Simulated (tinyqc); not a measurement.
Orbital energy against energy difference: ionisation energy by orbital energies and by energy differences in the cc-pvdz basis, for H2O, spin multiplicity 1. Computed by the program tinyqc with PySCF. 

Geometry (angstrom):
```
atom       x        y       z
O     0.0000   0.0000  0.0000
H     0.0000   0.7050  0.5690
H     0.0000  -0.7050  0.5690
```

CCSD(T) difference in the same basis = 12.2026 eV

IP-EOM-CCSD = 12.0471 eV

The cation is unrestricted; errors are against CCSD(T) in this basis, not against experiment.

First vertical ionisation energy (eV):
```
method     -e(HOMO)  E(cation) - E  error of -e(HOMO)  error of the difference
HF          13.5533      10.999202             1.3507                  -1.2034
LDA          6.3561      12.898487            -5.8466                   0.6959
PBE          6.2509      12.538137            -5.9517                   0.3355
B3LYP        7.9701      12.574814            -4.2325                   0.3722
PBE0         8.3428      12.457349            -3.8598                   0.2547
CAM-B3LYP    9.8698      12.571507            -2.3328                   0.3689
LC-wPBE     11.3462      12.622899            -0.8564                   0.4203
```

Koopmans errs by +1.35 eV and Delta-HF by -1.20 eV: relaxation, 2.55 eV, lowers the value and the missing correlation difference works against it. The PBE level is off by -6.0 eV through the wrong tail of its potential, though its energy difference is off by +0.34 eV; exact exchange deepens the level, and among the orbital energies LC-wPBE comes closest; among the differences PBE0 does.
